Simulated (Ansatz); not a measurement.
Ansatz input

```yaml
crystal:
  lattice:
    - [12.0, 0.0, 0.0]
    - [0.0, 12.3, 0.0]
    - [0.0, 0.0, 12.6]
  atoms:
    - { symbol: Cl, position: [0.5, 0.5, 0.4214385165] }
    - { symbol: Cl, position: [0.5, 0.5, 0.5785614835] }
hamiltonian:
  xc: lda
  pseudopotentials:
    kind: paw
    azcp:
      Cl: "pseudopotentials/Cl.paw.azcp"
basis:
  ecutwfc: 420
  fft_grid_basis: typed
kpoints:
  mp_grid: { grid: [1, 1, 1], shift: [0, 0, 0] }
magnetization:
  spin_polarized: false
scf:
  occupations: { method: fermi_dirac, width: 0.01 }
```

Output

```
Warning: the record states the generating functional pbe (its physics header spells it `PBE`), which answers neither for hamiltonian.xc's functional nor for the lda family's — results may be inconsistent (PPs are generated against a specific XC)
Engine: ansatz 0.2.0, aarch64-unknown-linux-gnu
Pseudopotentials: kind: paw
Pseudopotential: Cl, paw, valence charge 7, recommended cutoff 420 eV (normal) 
Functional definition: SPW92
  exchange = slater_x
  correlation = pw_c
Crystal: 2 atoms, lattice volume = 1859.760 Å³
Basis set: ecut = 420 eV, 36331 PW (Γ)
Bands: 11, of which v1, the nominal top of the filled ones, is band 7 counted from 1 (6 counted from 0)
Symmetry: 8 space group operations
Space group: Pmmm (ITA 47), of the structure as read, at distance tolerance 1.2e-4 Å
k-points: 1
Non-local potential: Cl, projectors of the file, l = 0: 2, l = 1: 2, l = 2: 2
PAW form: soft (Blöchl's): semilocal exchange-correlation on the pseudo side does not see the compensation charge
PAW frozen core: Cl, regenerated for the run's functional, and the local potential with it (the file was generated under x = pbe(κ = 0.804, μ = 0.2195149727645171), c = pbe(β = 0.06672455060314922))
PAW one-centre angular grid: Cl, 110 points (default); XC on 64 Gauss nodes
Initial density: superposition of atomic densities (neutral atoms: chi_scale 0, normalization atom), corrected by the library's trained network
Initial wavefunctions: pseudopotential atomic-orbital guess
Functional: x = slater, c = lda
SCF iter   1: F=—  HF=-2087.528843 eV  |F-HF|=—  |Δ(HF+E_count)|=         —  Δρ=8.28e-4  dr2=5.28e-3  ethr=1.77e-3  ⟨swp⟩=8.0  Hψ=85  notcnv=0
SCF iter   2: F=—  HF=-2087.527790 eV  |F-HF|=—  |Δ(HF+E_count)|=   1.05e-3  Δρ=3.77e-4  dr2=1.02e-3  ethr=3.77e-5  ⟨swp⟩=5.0  Hψ=31  notcnv=0
SCF iter   3: F=—  HF=-2087.527796 eV  |F-HF|=—  |Δ(HF+E_count)|=   5.97e-6  Δρ=7.62e-5  dr2=1.26e-4  ethr=7.31e-6  ⟨swp⟩=7.0  Hψ=27  notcnv=0
SCF iter   4: F=—  HF=-2087.527765 eV  |F-HF|=—  |Δ(HF+E_count)|=   3.07e-5  Δρ=9.53e-6  dr2=8.05e-7  ethr=8.99e-7  ⟨swp⟩=4.0  Hψ=22  notcnv=0
SCF iter   5: F=—  HF=-2087.527846 eV  |F-HF|=—  |Δ(HF+E_count)|=   8.08e-5  Δρ=1.98e-6  dr2=4.46e-8  ethr=5.75e-9  ⟨swp⟩=2.0  Hψ=22  notcnv=0
SCF iter   6: F=-2087.527846 eV  HF=-2087.527846 eV  |F-HF|=1.34e-9  |Δ(HF+E_count)|=   1.09e-7  Δρ=5.61e-7  dr2=4.41e-9  ethr=3.19e-10  ⟨swp⟩=1.0  Hψ=35  notcnv=0
SCF 1 converged in 6 iterations: F = -2087.527846 eV  dr2 = 4.41e-9
SCF converged after 6 iterations
Free energy (F): -2087.527846 eV
Harris-Foulkes:  -2087.527846 eV  (|F-HF|=1.34e-9)
Internal energy: -2087.527846 eV  (E = F + TS)
E sigma→0 (E₀):  -2087.527846 eV
Fermi energy:    -5.646130 eV
--- Per-component energies (eV) ---
  E_band       = -177.207953
  E_kinetic    = 319.692103
  E_local      = -1764.241004  (includes V_loc(G=0)·N_el)
  E_nonlocal   = 60.879391
  E_hartree    = 720.699675
  E_xc         = -208.823857
  E_vxc        = -238.961226  (∫ρ·V_xc dr)
  E_paw        = -1250.016646  (= ΣΔE_a)
  E_vpaw       = 4.024654  (= ΣTr[D̂ρ^β])
  E_aug_tail   = 0.000201  (compensation charges beyond the density's cutoff)
  E_ewald      = 33.901308
  E_core_change = 0.380983  (= ΣΔE_core)
  E_smearing   = -0.000000  (= −TS)
  E_closure    = -0.000000  (closes the sum)
  Σ components = -2087.527846   (vs F -2087.527846, Δ=0.00e0)
```
